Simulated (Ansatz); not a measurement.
I need a rigid torsion scan of C₄H₅F, SMILES C#CCCF. Use the Python package of Ansatz (0.2.0). Use (for the species named): Hartree-Fock, def2-SVP basis, multiplicity 1.

```tsv
atom	x (Å)	y (Å)	z (Å)
C	-2.0303	0.7874	-0.5270
C	-1.1631	0.1671	-0.1420
C	-0.0692	-0.6448	0.3336
C	1.3759	0.0420	0.0996
F	1.5948	-0.0053	-1.2440
H	-2.8931	1.4347	-0.8994
H	-0.1357	-0.8192	1.4256
H	-0.0114	-1.6032	-0.1605
H	2.1065	-0.4870	0.6640
H	1.3086	1.0772	0.4533
```

Script `torsion_c4h5f.py`:
```python
# -*- coding: utf-8 -*-
import warnings

import ansatz as az
from ase import Atoms

BASIS_SET = "def2-SVP"
XC = "hf"
FORCE_TOL = 0.02

warnings.simplefilter("ignore", az.DeckWarning)

atoms = Atoms(["C", "C", "C", "C", "F", "H", "H", "H", "H", "H"], positions=[
    (-2.0303, 0.7874, -0.527),
    (-1.1631, 0.1671, -0.142),
    (-0.0692, -0.6448, 0.3336),
    (1.3759, 0.042, 0.0996),
    (1.5948, -0.0053, -1.244),
    (-2.8931, 1.4347, -0.8994),
    (-0.1357, -0.8192, 1.4256),
    (-0.0114, -1.6032, -0.1605),
    (2.1065, -0.487, 0.664),
    (1.3086, 1.0772, 0.4533),
])

first = (
    az.Crystal.molecule_from_ase(atoms).calculation()
    .basis(gaussian=BASIS_SET)
    .functional(XC)
    .relax(force_tolerance=FORCE_TOL, max_steps=80)
)
atoms.positions = first.run().report["positions_ang"]

start = atoms.get_dihedral(1, 2, 3, 4)
energies = {}
for turn in range(0, 360, 30):
    turned = atoms.copy()
    turned.set_dihedral(1, 2, 3, 4, start + turn, indices=[3, 4, 8, 9])
    model = (
        az.Crystal.molecule_from_ase(turned).calculation()
        .basis(gaussian=BASIS_SET)
        .functional(XC)
    )
    energies[round((start + turn) % 360)] = model.run().report["free_energy_ev"]
floor = min(energies.values())
print("dihedral C1-C2-C3-F4 (deg)   E - E(min) (kJ/mol)")
for angle, e in sorted(energies.items()):
    print(f"{angle:8d} {96.485332 * (e - floor):14.3f}  " + "#" * int(30 * (e - floor) / max(max(energies.values()) - floor, 1e-9)))
```

Running `python torsion_c4h5f.py` prints:
```text
dihedral C1-C2-C3-F4 (deg)   E - E(min) (kJ/mol)
      26         19.644  ###################
      56          4.223  ####
      86          9.543  #########
     116         18.878  ###################
     146         10.405  ##########
     176          0.000
     206          7.386  #######
     236         18.642  ##################
     266         12.331  ############
     296          3.152  ###
     326         14.782  ##############
     356         29.747  ##############################
```

The scan is rigid and the energies are electronic, in a modest basis. With rigid groups the curve can differ much from the relaxed path, the start wasn't checked as a minimum of this torsion, and equivalent turns needn't return to the same energy. Run time: 18 s on 1 thread of Arm Neoverse V2 (shared host), peak memory 0.25 GiB.
